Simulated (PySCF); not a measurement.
## Ionising F₂

PBE0; PySCF, no relativity, basis sets F def2-TZVPPD. Neutral (UKS): singlet (closed shell), Re = 1.375 Å, ωe = 1099 cm⁻¹, De = 1.51 eV, HOMO -11.65 eV, LUMO -3.34 eV.

F₂⁺ (UKS): doublet (π ↑), Re = 1.273 Å, ωe = 1302 cm⁻¹, De = 3.50 eV to F⁺ + F. The energies at the minima are -199.40964 hartree for F2 and -198.84180 for F₂⁺.

Q: Work out the adiabatic ionisation energy, without and with harmonic zero-point energies (1 hartree = 27.2114 eV, 1 eV = 8065.5 cm⁻¹), and the change of the bond length.

A: At PBE0: 0.56784 hartree = 15.452 eV between the minima; the zero-point term (1302.0 − 1099.0)/2 cm⁻¹ = +0.013 eV makes it 15.464 eV. Re changes by -10.2 pm against the neutral. Minus the HOMO energy is 11.65 eV, -3.80 eV from the value between the minima; self-interaction puts the Kohn–Sham level too high, less so with exact exchange. The electron leaves a π orbital, and the shorter bond of the ion fits an antibonding orbital, or a change in how ionic the bond is.

F₂⁻ (UKS): doublet (σ ↑), Re = 1.978 Å, ωe = 376 cm⁻¹, De = 1.62 eV to F + F⁻. The energies at the minima are -199.40964 hartree for F2 and -199.53295 for F₂⁻.

Q: Work out the adiabatic electron affinity, without and with harmonic zero-point energies (1 hartree = 27.2114 eV, 1 eV = 8065.5 cm⁻¹), and the change of the bond length.

A: At PBE0: 0.12331 hartree = 3.355 eV between the minima; the zero-point term (1099.0 − 376.0)/2 cm⁻¹ = +0.045 eV makes it 3.400 eV. Re changes by +60.3 pm against the neutral. The electron enters a σ orbital, and the ion is left as a loose complex of an ion and an atom.

States were picked by a PBE0 search and need not be the measured ground states.
